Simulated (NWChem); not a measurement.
phosphine (H3P)

```xyz
4

P     -0.1302    -0.0034     0.0000
H      0.6666    -0.5810     1.0357
H      0.6666    -0.5810    -1.0357
H      0.6204     1.2123     0.0000
```
Charge 0, spin multiplicity 1.

The numbers come from NWChem runs, not from measurements. All single points use one geometry, from PBE0/def2-SVP, a minimum by its harmonic frequencies.

Symmetry labels belong to the abelian group Cs used in the runs, with the axes of the coordinates shown; states degenerate in a higher group split over its labels.

List the lowest 4 singlet excitations that TD-PBE/def2-SVPD gives, with oscillator strengths.


```tsv
state	symmetry	energy (eV)	wavelength (nm)	f
1	a'	6.87	180	0.130
2	a"	7.23	171	0.061
3	a'	7.23	171	0.061
4	a"	9.31	133	0.000
```
